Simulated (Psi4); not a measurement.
**N2H (dinitrogen monohydride) at UB3LYP/def2-TZVPPD**

Aim: the energy change on altering one bond length of N2H (dinitrogen monohydride) at UB3LYP/def2-TZVPPD, from 2 runs. 

The results are computed with Psi4 1.11.

## 1. Starting point

N2H: 3 atoms, total charge 0, spin state doublet. SMILES: `[N]=N`. The coordinates come from a PBE0-D4/def2-TZVP relaxation.

Bond lengths: N1–N2 1.165 Å, N2–H3 1.057 Å. Angles: N1–N2–H3 117.5°.

## 2. The energy at UB3LYP/def2-TZVPPD

Input file hn2.py:

```python
import psi4

psi4.set_memory(2200000000)
psi4.set_num_threads(1)
psi4.core.set_output_file('hn2.out', False)

geom = psi4.geometry("""
0 2
N      0.710530    -0.606720     0.326180
N     -0.268660    -0.217710    -0.170100
H     -0.441870     0.824430    -0.156080
symmetry c1
""")

psi4.set_options({
    'basis': 'def2-TZVPPD',
    'reference': 'uks',
    'puream': True,
    'e_convergence': 1e-09,
    'd_convergence': 1e-08,
    'scf_type': 'pk',
    'dft_radial_points': 99,
    'dft_spherical_points': 590,
    'maxiter': 100,
})

e_tot, wfn = psi4.energy('b3lyp', return_wfn=True)
psi4.oeprop(wfn, 'MULLIKEN_CHARGES', 'QUADRUPOLE', 'LOWDIN_CHARGES', title='B3LYP')
print('E =', round(e_tot, 9))
for k, v in sorted(psi4.core.scalar_variables().items()):
    print(f'{k:45s} {v:18.10f}')
```

Run with:

```console
$ python hn2.py
```

hn2.out:

```text
[...]
  Running in c1 symmetry.
[...]
  Nuclear repulsion =   27.719687010035415
[...]
  Multiplicity = 2
[...]
  Nalpha       = 8
  Nbeta        = 7
[...]
    Number of basis functions: 91
[...]
   @UKS iter   1:  -109.98519039477273   -3.39844e-01   5.09823e-03 DIIS/ADIIS
[...]
   @UKS iter  12:  -110.08118307221284   -1.67262e-11   8.24851e-09 DIIS
[...]
   @S^2 Observed:                7.551941210E-01
[...]
    Orbital Energies [Eh]
    ---------------------
    Alpha Occupied:
       1A    -14.408652     2A    -14.397779     3A     -1.089488
       4A     -0.684789     5A     -0.499763     6A     -0.441781
       7A     -0.435540     8A     -0.223133
    Alpha Virtual:
       9A     -0.058869    10A      0.008984    11A      0.076390
      12A      0.096476    13A      0.121298    14A      0.153630
      15A      0.208303    16A      0.245103    17A      0.257355
      18A      0.260381    19A      0.290471    20A      0.316108
      21A      0.333511    22A      0.388272    23A      0.392661
      24A      0.418615    25A      0.423364    26A      0.455964
[...]
  @UKS Final Energy:  -110.08118307221284
   => Energetics <=
    Nuclear Repulsion Energy =             27.7196870100354147
    One-Electron Energy =                -203.4208725465759926
    Two-Electron Energy =                  77.0170610711195707
    DFT Exchange-Correlation Energy =     -11.3970586067918234
    Empirical Dispersion Energy =           0.0000000000000000
    VV10 Nonlocal Energy =                  0.0000000000000000
    Total Energy =                       -110.0811830722128377
[...]
 Multipole Moments:
 ------------------------------------------------------------------------------------
     Multipole            Electronic (a.u.)      Nuclear  (a.u.)        Total (a.u.)
 ------------------------------------------------------------------------------------
 L = 1.  Multiply by 2.5417464519 to convert [e a0] to [Debye]
 Dipole X            :          0.3162106           -0.6278990           -0.3116885
 Dipole Y            :         -0.4568349            1.1239941            0.6671592
 Dipole Z            :         -0.0000000            0.0000000           -0.0000000
 Magnitude           :                                                    0.7363770
 L = 2.  Multiply by 1.3450342976 to convert [e a0^2] to [Debye ang]
 Quadrupole XX       :        -26.2910694           16.6767117           -9.6143578
 Quadrupole XY       :          7.6940846           -8.2754997           -0.5814150
[...]
  Mulliken Charges: (a.u.)
   Center  Symbol    Alpha    Beta     Spin     Total
       1     N     3.92598  3.22156  0.70442 -0.14753
       2     N     3.57673  3.45960  0.11713 -0.03632
       3     H     0.49730  0.31885  0.17845  0.18386
   Total alpha =  8.00000, Total beta =  7.00000, Total charge =  0.00000
  Lowdin Charges: (a.u.)
   Center  Symbol    Alpha    Beta     Spin     Total
       1     N     3.78137  3.17607  0.60530  0.04256
       2     N     3.61584  3.32714  0.28869  0.05702
       3     H     0.60280  0.49679  0.10601 -0.09958
[...]
```

On the terminal:

```text
E = -110.081183072
CURRENT ENERGY                                   -110.0811830722
CURRENT REFERENCE ENERGY                         -110.0811830722
DD SOLVATION ENERGY                                 0.0000000000
DFT FUNCTIONAL TOTAL ENERGY                      -110.0811830722
DFT TOTAL ENERGY                                 -110.0811830722
DFT VV10 ENERGY                                     0.0000000000
DFT XC ENERGY                                     -11.3970586068
GRID ELECTRONS ALPHA                                7.9999999987
GRID ELECTRONS BETA                                 6.9999999991
GRID ELECTRONS TOTAL                               14.9999999978
NUCLEAR REPULSION ENERGY                           27.7196870100
ONE-ELECTRON ENERGY                              -203.4208725466
PCM POLARIZATION ENERGY                             0.0000000000
PE ENERGY                                           0.0000000000
SCF ITERATION ENERGY                             -110.0811830722
SCF ITERATIONS                                     12.0000000000
SCF TOTAL ENERGY                                 -110.0811830722
TWO-ELECTRON ENERGY                                77.0170610711
XC GRID RADIAL POINTS                              99.0000000000
XC GRID SPHERICAL POINTS                          590.0000000000
XC GRID TOTAL POINTS                           170778.0000000000
```

Wall time 18 s (1 thread of AMD EPYC 7R43 (Zen 3), shared host); peak memory 0.76 GiB.

## 3. The distorted shape: energy and forces at UB3LYP/def2-TZVPPD

Input file hn2.xyz:

```xyz
3
HN2
N      1.885596    -1.073547     0.921735
N     -0.268660    -0.217710    -0.170100
H     -0.441870     0.824430    -0.156080
```

Input file run.py:

```python
import psi4

psi4.set_memory('2200 MB')
psi4.set_num_threads(1)
psi4.set_output_file('hn2.out', False)

with open('hn2.xyz') as f:
    atoms = ''.join(f.readlines()[2:])
mol = psi4.geometry('0 2\n' + atoms + 'symmetry c1')

options = {'basis': 'def2-TZVPPD', 'reference': 'uks', 'puream': True, 'e_convergence': 1e-09, 'd_convergence': 1e-08, 'scf_type': 'pk', 'dft_radial_points': 99, 'dft_spherical_points': 590, 'maxiter': 100}
psi4.set_options(options)

energy_value = psi4.gradient("B3LYP", molecule=mol)
print('gradient / Eh bohr^-1')
print(energy_value.np.round(6))
```

Run with:

```console
$ python run.py
```

hn2.out:

```text
[...]
  Running in c1 symmetry.
[...]
  Nuclear repulsion =   14.786657050833893
[...]
  Multiplicity = 2
[...]
  Nalpha       = 8
  Nbeta        = 7
[...]
    Number of basis functions: 91
[...]
   @UKS iter   1:  -108.56592623683693    2.39301e-01   1.46335e-02 DIIS/ADIIS
[...]
   @UKS iter  21:  -109.85418723828786   -1.36424e-12   2.81705e-09 DIIS
[...]
   @S^2 Observed:                2.633470964E+00
[...]
    Orbital Energies [Eh]
    ---------------------
    Alpha Occupied:
       1A    -14.430119     2A    -14.366988     3A     -0.804490
       4A     -0.736839     5A     -0.383599     6A     -0.350395
       7A     -0.350141     8A     -0.332369
    Alpha Virtual:
       9A     -0.121352    10A     -0.115025    11A      0.021680
      12A      0.074148    13A      0.125739    14A      0.150732
      15A      0.155949    16A      0.216604    17A      0.268318
      18A      0.277305    19A      0.278612    20A      0.286197
      21A      0.294938    22A      0.306107    23A      0.308555
      24A      0.338907    25A      0.347524    26A      0.442404
[...]
  @UKS Final Energy:  -109.85418723828786
   => Energetics <=
    Nuclear Repulsion Energy =             14.7866570508338935
    One-Electron Energy =                -178.0817161521072194
    Two-Electron Energy =                  64.7098222394848790
    DFT Exchange-Correlation Energy =     -11.2689503764994239
    Empirical Dispersion Energy =           0.0000000000000000
    VV10 Nonlocal Energy =                  0.0000000000000000
    Total Energy =                       -109.8541872382878637
[...]
 Multipole Moments:
 ------------------------------------------------------------------------------------
     Multipole            Electronic (a.u.)      Nuclear  (a.u.)        Total (a.u.)
 ------------------------------------------------------------------------------------
 L = 1.  Multiply by 2.5417464519 to convert [e a0] to [Debye]
 Dipole X            :          1.1134934           -1.2237652           -0.1102717
 Dipole Y            :         -0.7673514            1.3361450            0.5687936
 Dipole Z            :         -0.0000000           -0.0000000           -0.0000000
 Magnitude           :                                                    0.5793842
[...]
  -Total Gradient:
     Atom            X                  Y                   Z
    ------   -----------------  -----------------  -----------------
       1        0.004637598741    -0.003585659685    -0.000000000000
       2        0.001227672463    -0.006530864218     0.000000000000
       3       -0.005865298598     0.010116737395     0.000000000000
[...]
```

The script printed:

```text
gradient / Eh bohr^-1
[[ 0.004638 -0.003586 -0.      ]
 [ 0.001228 -0.006531  0.      ]
 [-0.005865  0.010117  0.      ]]
```

Run time: 23 s. Hardware: 1 thread of AMD EPYC 7R43 (Zen 3), shared host; peak memory 0.72 GiB.

## 4. Outcome

Level: UB3LYP/def2-TZVPPD.

| quantity | value |
| --- | --- |
| first shape: total energy | -110.08118 Eh |
| first shape: dipole moment | 1.87 D |
| first shape: HOMO energy (highest over α and β) | -6.07 eV |
| first shape: LUMO energy (lowest over α and β) | -2.08 eV |
| first shape: ⟨S²⟩ | 0.755 |
| distorted shape: total energy | -109.85419 Eh |
| distorted shape: dipole moment | 1.47 D |
| distorted shape: HOMO energy (highest over α and β) | -9.04 eV |
| distorted shape: LUMO energy (lowest over α and β) | -3.30 eV |
| distorted shape: ⟨S²⟩ | 2.633 |
| distorted shape: largest force on an atom | 0.601 eV/Å |
| energy change with the N1–N2 bond stretched from 1.165 to 2.562 Å | 6.177 eV |

In words: With the N1–N2 bond stretched from 1.165 to 2.562 Å the energy rises by 6.18 eV (596 kJ/mol). The first shape isn't relaxed at this level, so the change isn't measured from a minimum. Mulliken charges (first shape) run from -0.15 on N1 to +0.18 on H3; in a basis this large or diffuse they mean little. ⟨S²⟩ (distorted shape) is 2.63 where a pure doublet has 0.75: the reference is spin-contaminated.
